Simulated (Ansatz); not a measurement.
## Diamond

Level of theory: LDA (PAW; Ansatz, a program for electronic structure).

Run with plane-wave cutoff 500 eV, 8×12×1 k mesh (along the axes of the cell as run), gaussian smearing 0.02 eV, scalar-relativistic PAW data made under PBE.

Cell: relaxed at this level.

- surface energy of the (110) face: 5.90 J/m²

The slab of 24 atoms is relaxed and unreconstructed.

Computed values are for the static lattice.
